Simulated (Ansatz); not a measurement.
System: CH₂O, charge 1, multiplicity 2. 
Geometry from a B3LYP-D3(BJ)/def2-TZVP (Ansatz, an electronic-structure program) optimisation:
```xyz
4

O      0.0009     0.0100     0.6637
C     -0.0007    -0.0079    -0.5229
H      0.0058     0.9515    -1.1008
H     -0.0087    -0.9841    -1.0717
```
Charge +1, spin multiplicity 2.

Basis-set convergence of Hartree-Fock and CCSD correlation energies (hartree) with Ansatz. Correlated levels leave the core frozen unless marked. Open shells are spin-unrestricted. Spin-orbit coupling is left out. No relativistic terms.

| basis | functions | E(HF) | E(corr, CCSD) |
|---|---|---|---|
| aug-cc-pVDZ | 64 | -113.53759 | -0.30242 |
| aug-cc-pVTZ | 138 | ___ | ___ |

Q: Complete the blanks.

A: 
- aug-cc-pVTZ, E(HF): -113.56673
- aug-cc-pVTZ, E(corr, CCSD): -0.36115
